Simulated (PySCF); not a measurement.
# SiNH4F (SMILES N[SiH2]F): levels of theory compared

Aim: a comparison of 4 runs (HF/STO-3G, HF/3-21G, B3LYP/6-31G*, SCS-MP2/aug-cc-pVDZ) of SiNH4F. 

The calculation is run with PySCF 2.14.0.

2 further runs of the same task are left out: 2 set aside as unsound or not needed.

## Step 1: The molecule

The species is SiNH4F (7 atoms), meant as a singlet with charge 0. As SMILES, `N[SiH2]F`. The shape is that of a PBE0-D4/def2-TZVP optimisation. This is one conformer, not always the lowest.

Bond lengths: N1–Si2 1.696 Å, Si2–F3 1.605 Å, N1–H4 1.006 Å, N1–H5 1.006 Å, Si2–H6 1.479 Å, Si2–H7 1.479 Å. Angles: N1–Si2–F3 114.6°, N1–Si2–H6 108.3°, N1–Si2–H7 108.3°, F3–Si2–H6 105.8°, F3–Si2–H7 105.8°, Si2–N1–H4 122.0°, Si2–N1–H5 122.0°, H6–Si2–H7 114.0°, H4–N1–H5 111.8°.

## Step 2: A single-point energy at HF/STO-3G (run 1)

run.py reads:

```python
from pyscf import gto

molecule = gto.M(
    atom='''
N     -0.761500     0.339000    -0.625200
Si     0.531100    -0.115700     0.373400
F      0.515100    -1.653900     0.829800
H     -0.786600     0.105100    -1.603600
H     -1.682200     0.513500    -0.258400
H      0.455900     0.676200     1.620700
H      1.789400     0.068000    -0.382300
''',
    basis='sto-3g',
    charge=0,
    max_memory=1860,
    spin=0,
    verbose=4,
)

mf = molecule.RHF()
mf.conv_tol = 1e-10
mf.kernel()
if not mf.converged:
    mf = mf.newton().run(mf.mo_coeff, mf.mo_occ)

e_final = mf.e_tot
print(f'total energy: {e_final:.8f} hartree')
```

Launch:

```console
OMP_NUM_THREADS=1 python run.py
```

What it wrote:

```text
PySCF version 2.14.0

[... 59 lines left out ...]
converged SCF energy = -439.731370493341
total energy: -439.73137049 hartree
```

Wall time 0.87 s (1 thread of Intel Xeon at 2.70GHz, shared host); peak memory 0.12 GiB.

## Step 3: The energy at HF/3-21G (run 2)

input.py reads:

```python
# N[SiH2]F
from pyscf import gto

mol = gto.M(
    atom='''
N   -0.761500   0.339000  -0.625200
Si   0.531100  -0.115700   0.373400
F    0.515100  -1.653900   0.829800
H   -0.786600   0.105100  -1.603600
H   -1.682200   0.513500  -0.258400
H    0.455900   0.676200   1.620700
H    1.789400   0.068000  -0.382300
''',
    basis='3-21g',
    max_memory=1860,
    verbose=3,
    spin=0,
)

hf = mol.RHF()
hf.conv_tol = 1e-10
hf.kernel()
if not hf.converged:
    hf = hf.newton().run(hf.mo_coeff, hf.mo_occ)

energy = hf.e_tot
print(f'total energy: {energy:.8f} hartree')
```

Launch:

```console
OMP_NUM_THREADS=1 python input.py
```

What it wrote:

```text
converged SCF energy = -442.853523679786
total energy: -442.85352368 hartree
```

It took 0.85 s on 1 thread of Intel Xeon at 2.70GHz, shared host; peak memory 0.12 GiB.

## Step 4: A single-point energy at B3LYP/6-31G(d) (spherical functions) (run 3)

input.py reads:

```python
# N[SiH2]F
from pyscf import gto, dft

mol = gto.Mole()
mol.atom = '''
N     -1.439026     0.640617    -1.181457
Si     1.003634    -0.218641     0.705624
F      0.973398    -3.125418     1.568095
H     -1.486459     0.198610    -3.030365
H     -3.178897     0.970374    -0.488305
H      0.861526     1.277833     3.062679
H      3.381476     0.128501    -0.722442
'''
mol.verbose = 3
mol.basis = '6-31g*'
mol.unit = 'bohr'
mol.max_memory = 1860
mol.build()

myscf = dft.RKS(mol, xc='b3lyp')
myscf.conv_tol = 1e-10
myscf.grids.level = 5
myscf.kernel()
if not myscf.converged:
    myscf = myscf.newton().run(myscf.mo_coeff, myscf.mo_occ)

e_final = myscf.e_tot
print(f'total energy: {e_final:.8f} hartree')
```

Launch:

```console
OMP_NUM_THREADS=1 python input.py
```

What it wrote:

```text
converged SCF energy = -446.568776268617
total energy: -446.56877627 hartree
```

Run time: 9.3 s. Hardware: 1 thread of Intel Xeon at 2.70GHz, shared host; peak memory 0.3 GiB.

## Step 5: A single-point energy at SCS-MP2/aug-cc-pVDZ (run 4)

job.py reads:

```python
from pyscf import gto, mp

mol = gto.M(
    atom='''
N     -1.439026     0.640617    -1.181457
Si     1.003634    -0.218641     0.705624
F      0.973398    -3.125418     1.568095
H     -1.486459     0.198610    -3.030365
H     -3.178897     0.970374    -0.488305
H      0.861526     1.277833     3.062679
H      3.381476     0.128501    -0.722442
''',
    max_memory=1860,
    basis='aug-cc-pvdz',
    charge=0,
    verbose=3,
    unit='bohr',
)

mf = mol.RHF()
mf.conv_tol = 1e-10
mf.kernel()
if not mf.converged:
    mf = mf.newton().run(mf.mo_coeff, mf.mo_occ)

pt = mp.MP2(mf, frozen=7).run()
e_tot = mf.e_tot + 1.2 * pt.e_corr_os + pt.e_corr_ss / 3
print('Final energy', e_tot)
```

Launch:

```console
OMP_NUM_THREADS=1 python job.py
```

What it wrote:

```text
converged SCF energy = -445.258467944093
E(RMP2) = -445.753282691451  E_corr = -0.494814747357963
E(SCS-RMP2) = -445.747258723021  E_corr = -0.488790778927695
Final energy -445.74725872302054
```

Run time: 3.3 s. Hardware: 1 thread of Intel Xeon at 2.70GHz, shared host; peak memory 0.3 GiB.

## Step 6: The series

```csv
run,level,integration grid,frozen core orbitals,energy (Eh),dipole moment (D) of the reference,HOMO energy (eV),LUMO energy (eV),wall time
1,HF/STO-3G,–,–,-439.731370,0.90,-8.61,13.60,0.87 s
2,HF/3-21G,–,–,-442.853524,2.14,-11.51,5.60,0.85 s
3,B3LYP/6-31G* (spherical functions),5,–,-446.568776,2.03,-7.50,1.21,9.3 s
4,SCS-MP2/aug-cc-pVDZ,–,7,-445.747259,1.96,-11.79,0.92,3.3 s
```

## Step 7: Outcome

```
                                          quantity          value
                               run 4: total energy  -445.74726 Eh
       run 4: dipole moment (Hartree–Fock density)         1.96 D
        run 4: HOMO energy (Hartree–Fock orbitals)      -11.79 eV
        run 4: LUMO energy (Hartree–Fock orbitals)        0.92 eV
      run 4: HOMO–LUMO gap (Hartree–Fock orbitals)       12.71 eV
run 4: correlation energy (7 core orbitals frozen)     -488.8 mEh
```

In words: Over runs 1, 2, 3 the dipole moment (its size) runs from 0.90 D (HF/STO-3G) to 2.14 D (HF/3-21G). Over runs 1, 2, 3 the HOMO–LUMO gap runs from 8.71 eV (B3LYP/6-31G*) to 22.21 eV (HF/STO-3G). The two ends differ in method and basis. In run 1 the basis is minimal, so the values are rough. All runs together took 14 s, the longest 9.3 s.
